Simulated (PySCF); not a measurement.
Species: CHS (doublet state).
Structure used (PBE0-D3(BJ)/def2-SVP), in Å, numbered top down from 1:
```xyz
3
CHS angstrom
C     -0.1696    0.3394   -0.0053
S      1.3185   -0.1372   -0.0241
H     -1.1259   -0.2073    0.0043
```

Identity: `[CH]=S` [radical].

Method used: UKS B3LYP, IGLO-III on C S, pcH-1 on H, non-relativistic, mean-field spin-orbit, GIAO in PySCF. Isolated species at its PBE0-D3(BJ)/def2-SVP geometry, gas phase.

Output of the driver script. Atoms in this output count from 0.

```
UKS, coarse grid
  cycle   1  E = -436.84528212  |g| = 1.31e-01
  cycle   2  E = -436.84884133  |g| = 6.98e-02
  cycle   3  E = -436.85035140  |g| = 4.38e-02
  cycle   4  E = -436.85087787  |g| = 3.13e-02
  cycle   5  E = -436.85143692  |g| = 3.19e-03
  cycle   6  E = -436.85145403  |g| = 1.08e-03
  cycle   7  E = -436.85145904  |g| = 5.33e-04
UKS, final grid
  cycle   1  E = -436.85145535  |g| = 6.12e-04
  cycle   2  E = -436.85145479  |g| = 1.45e-03
  cycle   3  E = -436.85145599  |g| = 1.86e-04
  cycle   4  E = -436.85145621  |g| = 1.12e-04
  cycle   5  E = -436.85145625  |g| = 1.60e-05
  cycle   6  E = -436.85145625  |g| = 5.38e-06
internal stability: stable
E = -436.85145625 Eh   <S^2> = 0.7558 (exact 0.7500)
g shifts (ppm)      1          2          3
  rmc          -186       -186       -186
  gc             33          2          9
  oz_so      -41282       -464       7088
  total      -41435       -648       6911
hyperfine (MHz)  atom isotope    a_iso     a_fc   dipolar eigenvalues
    0   13C     298.51     298.51    -53.82    -45.60     99.41
    1   33S      12.44      12.44    -43.79    -37.27     81.06
    2    1H     140.32     140.32    -20.81     -6.64     27.44
```

Q: The SCF converged. Which of these numbers needs a check, and why?

A: The largest g shift is -0.041, past the limit of 0.03 at which the run flags a species of elements up to argon. The orbital-Zeeman/spin–orbit term is second order, a sum of spin–orbit matrix elements over excitation energies, so it grows and becomes less reliable as an excited state comes close; a shift of this size calls for a check with another method. The contact and dipolar couplings don't rest on that expansion, but they belong to the state that the SCF found, and a close-lying state with the spin in another orbital would have other couplings. The run left out the spin–orbit part of the hyperfine coupling.

Q: Where is the spin in this solution (atoms counted from 1)?

A: The largest Mulliken spin populations are on C1 (+0.61) and S2 (+0.35). ⟨S²⟩ = 0.7558 against the exact 0.7500, so spin contamination is small. 

Q: Average a_iso over equivalent nuclei, turn it into first-order splittings with g = 2.0023, and give the multiplets for abundant isotopes (0.05 mT or more).

A: 
```tsv
nuclei (from 1)	isotope	I	position	a_iso (MHz)	|a| (mT)	splits into
H3	1H	1/2	1 bond from C1	140.3	5.01	1:1 doublet
```

The run took 3.3 s on one thread, x86-64 server (shared host).
